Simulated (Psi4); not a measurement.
Psi4 input (wB97X-D/6-31G*):

```
memory 1500 MB

molecule {
0 2
O     0.09449043    1.42451755   -0.06059503
C     0.00851630    0.10794514    0.29999916
H     0.01843893    0.18276159    1.41082792
C    -1.32105273   -0.53455223   -0.10920181
C     1.23758972   -0.70475548   -0.12059372
H    -1.37542931   -0.60841548   -1.19698145
H     1.27205819   -0.78452879   -1.20876892
H    -2.15753038    0.07068713    0.23842102
H     2.14991182   -0.21584789    0.21924289
H    -1.41178349   -1.53950514    0.30620848
H     1.19809106   -1.71311639    0.29458848
symmetry c1
no_reorient
no_com
}

set {
  basis 6-31G*
  reference uks
  scf_type pk
  dft_radial_points 99
  dft_spherical_points 590
  e_convergence 1e-8
  d_convergence 1e-7
  maxiter 150
}

e = energy('wb97x-d')
print_out(f'\nFINAL {e:.10f} DIPOLE {variable("CURRENT DIPOLE")[0]:.6f} {variable("CURRENT DIPOLE")[1]:.6f} {variable("CURRENT DIPOLE")[2]:.6f}\n')
```

Output:

```
   => Loading Basis Set <=

    Name: 6-31G*
    Role: ORBITAL
    Keyword: BASIS
    atoms 1       entry O          line   145 file 6-31gs.gbs
    atoms 2, 4-5  entry C          line   111 file 6-31gs.gbs
    atoms 3, 6-11 entry H          line    44 file 6-31gs.gbs

   => WB97X-D: Empirical Dispersion <=

    Chai and Head-Gordon Dispersion Correction
    Chai, J.-D.; Head-Gordon, M. (2010), J. Chem. Phys., 132: 6615-6620

        s6 =       1.000000

         ---------------------------------------------------------
                                   SCF
               by Justin Turney, Rob Parrish, Andy Simmonett
                          and Daniel G. A. Smith
                              UKS Reference
         ---------------------------------------------------------

  ==> Geometry <==

    Molecular point group: c1
    Full point group: C1

    Geometry (in Angstrom), charge = 0, multiplicity = 2:

       Center              X                  Y                   Z               Mass
    ------------   -----------------  -----------------  -----------------  -----------------
         O            0.094490430000     1.424517550000    -0.060595030000    15.994914619570
         C            0.008516300000     0.107945140000     0.299999160000    12.000000000000
         H            0.018438930000     0.182761590000     1.410827920000     1.007825032230
         C           -1.321052730000    -0.534552230000    -0.109201810000    12.000000000000
         C            1.237589720000    -0.704755480000    -0.120593720000    12.000000000000
         H           -1.375429310000    -0.608415480000    -1.196981450000     1.007825032230
         H            1.272058190000    -0.784528790000    -1.208768920000     1.007825032230
         H           -2.157530380000     0.070687130000     0.238421020000     1.007825032230
         H            2.149911820000    -0.215847890000     0.219242890000     1.007825032230
         H           -1.411783490000    -1.539505140000     0.306208480000     1.007825032230
         H            1.198091060000    -1.713116390000     0.294588480000     1.007825032230

  Running in c1 symmetry.

  Rotational constants: A =      0.30625  B =      0.26998  C =      0.16165 [cm^-1]
  Rotational constants: A =   9181.07869  B =   8093.67082  C =   4846.06331 [MHz]
  Nuclear repulsion =  125.664908318515515

  Charge       = 0
  Multiplicity = 2
  Electrons    = 33
  Nalpha       = 17
  Nbeta        = 16

  ==> Algorithm <==

  SCF Algorithm Type is PK.
  DIIS enabled.
  MOM disabled.
  Fractional occupation disabled.
  Guess Type is SAD.
  Energy threshold   = 1.00e-08
  Density threshold  = 1.00e-07
  Integral threshold = 1.00e-12

  ==> Primary Basis <==

  Basis Set: 6-31G*
    Blend: 6-31G*
    Number of shells: 38
    Number of basis functions: 74
    Number of Cartesian functions: 74
    Spherical Harmonics?: false
    Max angular momentum: 2

  ==> DFT Potential <==

   => LibXC <=

    Version 7.1.2
    S. Lehtola, C. Steigemann, M. J. T. Oliveira, and M. A. L. Marques,  SoftwareX 7, 1–5 (2018) (10.1016/j.softx.2017.11.002)

   => Composite Functional: WB97X-D <=

    wB97X-D Hyb-GGA Exchange-Correlation Functional

    J.-D. Chai and M. Head-Gordon,  Phys. Chem. Chem. Phys. 10, 6615–6620 (2008) (10.1039/B810189B)

    Deriv               =              1
    GGA                 =           TRUE
    Meta                =          FALSE

    Exchange Hybrid     =           TRUE
    MP2 Hybrid          =          FALSE

   => Exchange-Correlation Functionals <=

    1.0000   wB97X-D range-separated functional

   => Exact (HF) Exchange <=

    0.7780            HF,LR [omega = 0.2000]
    0.2220               HF

   => LibXC Density Thresholds  <==

    XC_HYB_GGA_XC_WB97X_D:  1.00E-14

   => Molecular Quadrature <=

    Radial Scheme          =       TREUTLER
    Pruning Scheme         =           NONE
    Nuclear Scheme         =       TREUTLER

    Blocking Scheme        =         OCTREE
    BS radius alpha        =              1
    Pruning alpha          =              1
    Radial Points          =             99
    Spherical Points       =            590
    Total Points           =         601080
    Total Blocks           =           4249
    Max Points             =            256
    Max Functions          =             74
    Weights Tolerance      =       1.00E-15

  ==> Integral Setup <==

  Using in-core PK algorithm.
   Calculation information:
      Number of atoms:                  11
      Number of AO shells:              38
      Number of primitives:             88
      Number of atomic orbitals:        74
      Number of basis functions:        74

      Integral cutoff                 1.00e-12
      Number of threads:                 1

  Performing in-core PK
  Using 11555100 doubles for integral storage.
  We computed 269586 shell quartets total.
  Whereas there are 274911 unique shell quartets.

  Computing range-separated integrals for PK
  We computed 269586 wK shell quartets total.
  Whereas there are 274911 wK unique shell quartets.

  ==> DiskJK: Disk-Based J/K Matrices <==

    J tasked:                  Yes
    K tasked:                  Yes
    wK tasked:                 Yes
    Omega:               2.000E-01
    Schwarz Cutoff:          1E-12


  Cached 50.0% of DFT collocation blocks in 0.573 [GiB].

  Minimum eigenvalue in the overlap matrix is 4.3520840212E-03.
  Reciprocal condition number of the overlap matrix is 6.2255993733E-04.
    Using symmetric orthogonalization.

  ==> Pre-Iterations <==

  SCF Guess: Superposition of Atomic Densities via on-the-fly atomic UHF (no occupation information).

   -------------------------
    Irrep   Nso     Nmo
   -------------------------
     A         74      74
   -------------------------
    Total      74      74
   -------------------------

  ==> Iterations <==

                        Total Energy        Delta E     RMS |[F,P]|

   @UKS iter SAD:  -192.77100099726795   -1.92771e+02   0.00000e+00
   @UKS iter   1:  -193.43377786534202   -6.62777e-01   7.97831e-03 DIIS/ADIIS
   @UKS iter   2:  -193.51469047596632   -8.09126e-02   6.93303e-03 DIIS/ADIIS
   @UKS iter   3:  -193.61959960519894   -1.04909e-01   9.65809e-04 DIIS/ADIIS
   @UKS iter   4:  -193.62296176262944   -3.36216e-03   6.17769e-04 DIIS/ADIIS
   @UKS iter   5:  -193.62465501580334   -1.69325e-03   1.34022e-04 DIIS/ADIIS
   @UKS iter   6:  -193.62496923391191   -3.14218e-04   4.15952e-05 DIIS
   @UKS iter   7:  -193.62499699525426   -2.77613e-05   1.36687e-05 DIIS
   @UKS iter   8:  -193.62499893803272   -1.94278e-06   5.16135e-06 DIIS
   @UKS iter   9:  -193.62499933593250   -3.97900e-07   2.63621e-06 DIIS
   @UKS iter  10:  -193.62499944122382   -1.05291e-07   1.28936e-06 DIIS
   @UKS iter  11:  -193.62499947098163   -2.97578e-08   4.46796e-07 DIIS
   @UKS iter  12:  -193.62499947512416   -4.14252e-09   1.16810e-07 DIIS
   @UKS iter  13:  -193.62499947533797   -2.13817e-10   2.89140e-08 DIIS
  Energy and wave function converged.

  ==> Post-Iterations <==

   Electrons on quadrature grid:
      Nalpha   =   17.0000013419 ; deviation = 1.342e-06
      Nbeta    =   16.0000012803 ; deviation = 1.280e-06
      Ntotal   =   33.0000026221 ; deviation = 2.622e-06

   @Spin Contamination Metric:   3.313656864E-03
   @S^2 Expected:                7.500000000E-01
   @S^2 Observed:                7.533136569E-01
   @S   Expected:                5.000000000E-01
   @S   Observed:                5.000000000E-01

    Orbital Energies [Eh]
    ---------------------

    Alpha Occupied:

       1A    -19.303547     2A    -10.356504     3A    -10.290735
       4A    -10.290724     5A     -1.124502     6A     -0.865772
       7A     -0.793968     8A     -0.675641     9A     -0.578434
      10A     -0.536506    11A     -0.525080    12A     -0.480452
      13A     -0.478450    14A     -0.461454    15A     -0.447598
      16A     -0.387866    17A     -0.357019

    Alpha Virtual:

      18A      0.171737    19A      0.212482    20A      0.224398
      21A      0.237333    22A      0.249776    23A      0.270945
      24A      0.274973    25A      0.297010    26A      0.317659
      27A      0.340563    28A      0.580296    29A      0.616189
      30A      0.652054    31A      0.654288    32A      0.668309
      33A      0.717509    34A      0.788538    35A      0.789114
      36A      0.846691    37A      0.891111    38A      0.955191
      39A      0.987926    40A      0.994550    41A      1.006577
      42A      1.013723    43A      1.023450    44A      1.069640
      45A      1.072418    46A      1.096210    47A      1.147077
      48A      1.426760    49A      1.464780    50A      1.495187
      51A      1.500032    52A      1.739094    53A      1.824382
      54A      1.844248    55A      1.855174    56A      1.931968
      57A      1.942540    58A      2.059068    59A      2.078668
      60A      2.169314    61A      2.286410    62A      2.290393
      63A      2.320166    64A      2.342907    65A      2.352680
      66A      2.602698    67A      2.628857    68A      2.635395
      69A      2.846944    70A      2.939687    71A      3.757972
      72A      4.248303    73A      4.375670    74A      4.587053

    Beta Occupied:

       1A    -19.283659     2A    -10.356961     3A    -10.290340
       4A    -10.290328     5A     -1.072357     6A     -0.854074
       7A     -0.792972     8A     -0.659454     9A     -0.556892
      10A     -0.527486    11A     -0.520206    12A     -0.478082
      13A     -0.454141    14A     -0.444997    15A     -0.438426
      16A     -0.335819

    Beta Virtual:

      17A     -0.044496    18A      0.174052    19A      0.215308
      20A      0.226581    21A      0.237853    22A      0.250816
      23A      0.271498    24A      0.275441    25A      0.303816
      26A      0.327034    27A      0.341087    28A      0.581457
      29A      0.617303    30A      0.656444    31A      0.663620
      32A      0.670825    33A      0.723127    34A      0.789646
      35A      0.792128    36A      0.847213    37A      0.901404
      38A      0.965893    39A      0.988327    40A      0.999071
      41A      1.007084    42A      1.023313    43A      1.031067
      44A      1.070230    45A      1.076481    46A      1.148520
      47A      1.158278    48A      1.429892    49A      1.479606
      50A      1.501289    51A      1.509919    52A      1.749586
      53A      1.830848    54A      1.854899    55A      1.870687
      56A      1.959307    57A      1.980141    58A      2.064486
      59A      2.091543    60A      2.174755    61A      2.293336
      62A      2.296728    63A      2.331205    64A      2.343796
      65A      2.358665    66A      2.604951    67A      2.636077
      68A      2.651979    69A      2.849029    70A      2.955633
      71A      3.792031    72A      4.249736    73A      4.376722
      74A      4.586902

    Final Occupation by Irrep:
              A
    DOCC [    16 ]
    SOCC [     1 ]
    NA   [    17 ]
    NB   [    16 ]

  @UKS Final Energy:  -193.62499947533797

   => Energetics <=

    Nuclear Repulsion Energy =            125.6649083185155149
    One-Electron Energy =                -510.5607144400042898
    Two-Electron Energy =                 210.0427432871173608
    DFT Exchange-Correlation Energy =     -18.7679454914046602
    Empirical Dispersion Energy =          -0.0039911495618928
    VV10 Nonlocal Energy =                  0.0000000000000000
    Total Energy =                       -193.6249994753379724

  UHF NO Occupations:
  HONO-2 :   15  A 1.9994676
  HONO-1 :   16  A 1.9992805
  HONO-0 :   17  A 1.0000000
  LUNO+0 :   18  A 0.0007195
  LUNO+1 :   19  A 0.0005324
  LUNO+2 :   20  A 0.0002081
  LUNO+3 :   21  A 0.0001639

Computation Completed

Properties will be evaluated at   0.000000,   0.000000,   0.000000 [a0]

Properties computed using the SCF density matrix

 Multipole Moments:

 ------------------------------------------------------------------------------------
     Multipole            Electronic (a.u.)      Nuclear  (a.u.)        Total (a.u.)
 ------------------------------------------------------------------------------------

 L = 1.  Multiply by 2.5417464519 to convert [e a0] to [Debye]
 Dipole X            :         -0.0490020            0.0000000           -0.0490020
 Dipole Y            :         -0.7521513            0.0000000           -0.7521513
 Dipole Z            :          0.2317444           -0.0000001            0.2317443
 Magnitude           :                                                    0.7885671

 ------------------------------------------------------------------------------------

FINAL -193.6249994753 DIPOLE -0.049002 -0.752151 0.231744

*** Psi4 exiting successfully. Buy a developer a beer!
```
